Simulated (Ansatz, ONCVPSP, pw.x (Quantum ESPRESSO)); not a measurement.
## From atom to crystal: ONCV potential for Ta

ONCVPSP 4.0.1.1 (patched build) input, shortened (lines: element, Z, core and valence counts, functional; n l f; lmax; l rc ep ncon nbas qcut; lloc lpopt rc5 dvloc0; l nproj debl; icmod fcfact rcfact), LDA (Perdew-Wang 92), scalar-relativistic:

```
  Ta 73.00   10    5  -001012      upf
    1    0    2.00
    2    0    2.00
    2    1    6.00
    3    0    2.00
    3    1    6.00
    3    2   10.00
    4    0    2.00
    4    1    6.00
    4    2   10.00
    4    3   14.00
    5    0    2.00
    5    1    6.00
    5    2    3.00
    6    0    1.50
    6    1    0.50
    2
    0    1.90    0.00    4    8    5.50
    1    2.00    0.00    4    7    5.30
    2    2.40    0.00    3    8    7.30
    4    5    1.50    1.00
    0    2    3.60
    1    2    3.10
    2    2    1.40
    0    0.00    0.00
```

Atomic tests: cutoffs needed: 13 Ha and 16 Ha (the cutoffs (Ha) at which the residual kinetic energy of the hardest occupied pseudo-wave falls to 1 and 0.1 mHa per electron); ghost test: no bound ghost flagged; no localised positive-energy state flagged; largest excitation error: -5.1 meV (all-electron minus pseudo) for 5s2 5p6 5d3 6s0 6p0, out of 4 test configurations.

Crystal test: fcc Ta in pw.x 7.5, no spin, 14³ k-points, Fermi–Dirac smearing 0.01 Ry, cutoffs 40/160 Ry. The reference is all-electron LAPW (Ansatz 0.2.0) with the same functional, mesh and smearing; V0 and B0 come from Birch–Murnaghan fits to the pressures at five volumes. Errors are pseudo minus all-electron; Δ is the rms difference of the E(V) curves that follow from these fits, minima aligned, over ±6 % about the mean V0. Mesh and smearing are coarse, so the numbers serve the comparison and aren't converged zero-temperature values; the lattice is a test structure that the element need not adopt.

All-electron: a0 = 4.141 Å (V0 = 17.76 Å³/atom), B0 = 207.3 GPa.

Problem. How far does the potential miss the all-electron equation of state?

Solution. mean pressure error (GPa): -3.36; a0 (Å): 4.118; a0 error (%): -0.56; B0 error (%): -0.6; Δ (meV/atom): 13.5. This is a poor potential for the solid.

```tsv
V (Å³/atom)	P all-electron (GPa)	P pseudo (GPa)
16.944	10.56	6.49
17.390	4.48	0.81
17.836	-0.93	-4.25
18.282	-5.75	-8.76
18.728	-10.03	-12.77
```

Problem. At the middle volume, how do free energy and pressure move when the wave cutoff is lowered (ecutrho kept at four times it)?

Solution.

```
cutoff (Ry)  shift of F (meV/atom)  shift of P (GPa)
         18                +2086.0            -80.35
         24                 +225.7            -12.16
         32                  +10.6             -0.67
```

The run at the middle volume (104 k-points, 6 iterations) took about 8.5 s on one core of a shared host (Neoverse-V1, 32 threads, 247 GiB, load 30).
